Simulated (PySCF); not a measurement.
# C2H4F2 (SMILES FCCF) at 3 levels

Aim: a comparison of 3 runs (B3LYP/6-31G*, B2PLYP/def2-SVPD, wB97M-V/def2-SVPD) of C2H4F2. Input form: a Python script.

The results are computed with PySCF 2.14.0.

1 further run of the same task is left out (set aside as unsound or not needed).

## Step 1: The system as given

The species is C2H4F2 (8 atoms), meant as a singlet with charge 0. As SMILES, `FCCF`. Geometry: relaxed at PBE0-D4/def2-TZVP. This is one conformer, not always the lowest.

Bond lengths: F1–C2 1.378 Å, C2–C3 1.498 Å, C3–F4 1.378 Å, C2–H5 1.094 Å, C2–H6 1.095 Å, C3–H7 1.095 Å, C3–H8 1.094 Å. Some angles: F1–C2–C3 110.9°, C2–C3–F4 110.9°, F1–C2–H5 108.2°, F1–C2–H6 108.3°, C3–C2–H5 110.5°, C3–C2–H6 109.4°, C2–C3–H7 109.4°, C2–C3–H8 110.5°, F4–C3–H7 108.3°, F4–C3–H8 108.2°.

## Step 2: The energy at B3LYP/6-31G(d) (spherical functions) (run 1)

Input file input.py:

```python
# FCCF
from pyscf import gto, dft

mol = gto.M(
    atom='''
F     -2.480020     1.465615     1.651640
C     -0.218736     1.353157     0.365095
C      0.411771    -1.315401    -0.335200
F     -1.168096    -2.179383    -2.216365
H     -0.380175     2.528151    -1.328156
H      1.266589     2.112638     1.590885
H      2.360079    -1.403065    -1.029485
H      0.208607    -2.561732     1.301606
''',
    max_memory=1860,
    basis='6-31g*',
    unit='bohr',
    verbose=3,
)

ks = dft.RKS(mol)
ks.xc = 'b3lyp'
ks.conv_tol = 1e-10
ks.grids.level = 5
ks.kernel()
if not ks.converged:
    ks = ks.newton().run(ks.mo_coeff, ks.mo_occ)

e_tot = ks.e_tot
print('Final energy', e_tot)
```

Launch:

```console
$ OMP_NUM_THREADS=1 python input.py
```

The program printed:

```text
converged SCF energy = -278.274489438773
Final energy -278.274489438773
```

It took 4.5 s on 1 thread of AMD EPYC 9R45 (Zen 5), shared host; peak memory 0.34 GiB.

## Step 3: The energy at B2PLYP/def2-SVPD (run 2)

Input file input.py:

```python
# FCCF
from pyscf import gto, dft, mp

mol = gto.Mole()
mol.atom = '''
F       -1.312370       0.775570       0.874010
C       -0.115750       0.716060       0.193200
C        0.217900      -0.696080      -0.177380
F       -0.618130      -1.153280      -1.172850
H       -0.201180       1.337840      -0.702830
H        0.670250       1.117960       0.841860
H        1.248900      -0.742470      -0.544780
H        0.110390      -1.355610       0.688780
'''
mol.max_memory = 1860
mol.basis = 'def2-svpd'
mol.verbose = 4
mol.build()

myscf = dft.RKS(mol, xc='0.53*HF + 0.47*B88, 0.73*LYP')
myscf.conv_tol = 1e-10
myscf.grids.level = 5
myscf.kernel()
if not myscf.converged:
    myscf = myscf.newton().run(myscf.mo_coeff, myscf.mo_occ)

pt = mp.MP2(myscf, frozen=4).run()
etot = myscf.e_tot + 0.27 * pt.e_corr
print('PT2 part  %.8f' % (0.27 * pt.e_corr))
print('E = %.10f Eh' % etot)
```

Launch:

```console
$ OMP_NUM_THREADS=1 python input.py
```

The program printed:

```text
PySCF version 2.14.0

[... 76 lines left out ...]
converged SCF energy = -277.646875226178
[... 1 line left out ...]
******** <class 'pyscf.mp.mp2.RMP2'> ********
nocc = 13, nmo = 114
frozen orbitals 4
E(RMP2) = -278.465999867646  E_corr = -0.819124641467868
E(SCS-RMP2) = -278.447755047036  E_corr = -0.800879820858717
E_corr(same-spin) = -0.210080479503144
E_corr(oppo-spin) = -0.609044161964724
PT2 part  -0.22116365
E = -277.8680388794 Eh
```

Wall time 8.1 s (1 thread of AMD EPYC 9R45 (Zen 5), shared host); peak memory 0.64 GiB.

## Step 4: A single-point energy at wB97M-V/def2-SVPD (run 3)

Input file job.py:

```python
# FCCF
from pyscf import gto, dft

mol = gto.M(
    atom='''
F   -1.312370   0.775570   0.874010
C   -0.115750   0.716060   0.193200
C    0.217900  -0.696080  -0.177380
F   -0.618130  -1.153280  -1.172850
H   -0.201180   1.337840  -0.702830
H    0.670250   1.117960   0.841860
H    1.248900  -0.742470  -0.544780
H    0.110390  -1.355610   0.688780
''',
    charge=0,
    basis='def2-svpd',
    max_memory=1860,
    spin=0,
    verbose=3,
)

mf = dft.RKS(mol)
mf.xc = 'wb97m-v'
mf.conv_tol = 1e-10
mf.grids.level = 5
mf.nlcgrids.level = 1
mf.kernel()
if not mf.converged:
    mf = mf.newton().run(mf.mo_coeff, mf.mo_occ)

e_tot = mf.e_tot
print('Final energy', e_tot)
```

Launch:

```console
$ OMP_NUM_THREADS=1 python job.py
```

The program printed:

```text
converged SCF energy = -278.002495692583
Final energy -278.00249569258267
```

It took 50 s on 1 thread of AMD EPYC 9R45 (Zen 5), shared host; peak memory 0.71 GiB.

## Step 5: Overview of the runs

```tsv
run	level	frozen core orbitals	nlc grid	energy (Eh)	dipole moment (D)	HOMO energy (eV)	LUMO energy (eV)	wall time
1	B3LYP/6-31G* (spherical functions)	–	–	-278.274489	2.38	-8.77	2.60	4.5 s
2	B2PLYP/def2-SVPD	4	–	-277.868039	2.91	-11.43	1.31	8.1 s
3	wB97M-V/def2-SVPD	–	1	-278.002496	2.77	-12.17	1.63	50 s
```

## Step 6: What came out

```
            quantity          value
 run 3: total energy  -278.00250 Eh
run 3: dipole moment         2.77 D
  run 3: HOMO energy      -12.17 eV
  run 3: LUMO energy        1.63 eV
run 3: HOMO–LUMO gap       13.80 eV
```

**Reading.** The dipole moment (its size) runs from 2.38 D (B3LYP/6-31G*) to 2.91 D (B2PLYP/def2-SVPD). The two ends differ in method and basis. A double hybrid's value is that of its SCF part. The HOMO–LUMO gap runs from 11.38 eV (B3LYP/6-31G*) to 13.80 eV (wB97M-V/def2-SVPD). Totals of different functionals can't be ranked against each other. All runs together took 63 s, the longest 50 s.
